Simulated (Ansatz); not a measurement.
`CC#CS` → 3 C• + 4 H• + S•  (atomization)

Calculated with Ansatz (gas phase, PBE0-D4/def2-TZVP geometries, no zero-point term in ΔE). CCSD(T)/CBS is the MP2 limit (def2-TZVPP, def2-QZVPP) plus CCSD(T) − MP2 in def2-TZVPP, frozen cores. This one scheme is used for every species, atoms too. DFT in def2-TZVPP. B3LYP here is the variant with VWN-RPA as its local correlation; programs differ in this. No spin–orbit coupling; open shells (•) take unrestricted orbitals. Spin–orbit coupling would lower the free atoms: a little for C, S. Each species was taken in one conformer, which may not be the lowest.

CCSD(T)/CBS gives +3186.9 kJ/mol.

(1) Another level gave +3197.8 kJ/mol. Which?
A. B3LYP-D4/def2-TZVPP
B. B3LYP/def2-TZVPP
C. BHLYP/def2-TZVPP
D. PBE0-D4/def2-TZVPP

Largest T1 diagnostic among the species: 0.012.

Results:

(1) A. B3LYP-D4 3197.8, BHLYP 3071.2, PBE0-D4 3230.8, B3LYP 3176.9 kJ/mol.

In def2-TZVPP, CCSD(T) changes the Hartree–Fock value by +804.6 kJ/mol (the triples alone add +60.0 kJ/mol) and MP2 by +880.7 kJ/mol; breaking electron pairs costs correlation energy, which Hartree–Fock lacks. At CCSD(T), def2-SVP lies −150.9 kJ/mol from the extrapolated value and def2-TZVPP −83.7 kJ/mol: correlation converges slowly with the basis, and small sets miss more of it in the bonded molecule than in its fragments.

For atomizations the MP2-based limit and the directly extrapolated one differ by several kJ/mol either way, and by 10 to 25 for some Ge, Se and Sn compounds, so smaller differences from it don't rank the levels.
